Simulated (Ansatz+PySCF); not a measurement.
Values are calculated unless marked as measured or tabulated.
This Ansatz input gave a total energy of -76.62459 hartree.

```yaml
crystal:
  periodic: [false, false, false]
  atoms:
    - { symbol: H, position_ang: [0.0, 0.0, -1.57482] }
    - { symbol: C, position_ang: [0.0, 0.0, -0.49392] }
    - { symbol: C, position_ang: [0.0, 0.0, 0.75639] }
basis:
  gaussian: { orbitals: aug-cc-pVDZ }
total_charge: -1
magnetization:
  spin_polarized: true
hamiltonian:
  xc: pbe0
```

Task: Write an input for PySCF with the same method and basis set.

Result:

```python
from pyscf import gto, dft

mol = gto.M(atom="""
H 0.000000 0.000000 -1.574820
C 0.000000 0.000000 -0.493920
C 0.000000 0.000000 0.756390
""", basis='aug-cc-pvdz', charge=-1, spin=0)
mf = dft.UKS(mol, xc='pbe0')
mf.init_guess = 'minao'
mf.kernel()
while True:  # follow internal instabilities
    mo, _, stable, _ = mf.stability(return_status=True)
    if stable: break
    mf.kernel(mf.make_rdm1(mo, mf.mo_occ))
print(mf.converged, mf.e_tot, mf.spin_square()[0])
```

PySCF 2.14.0 gave -76.62459 hartree, 0.03 meV from the first.
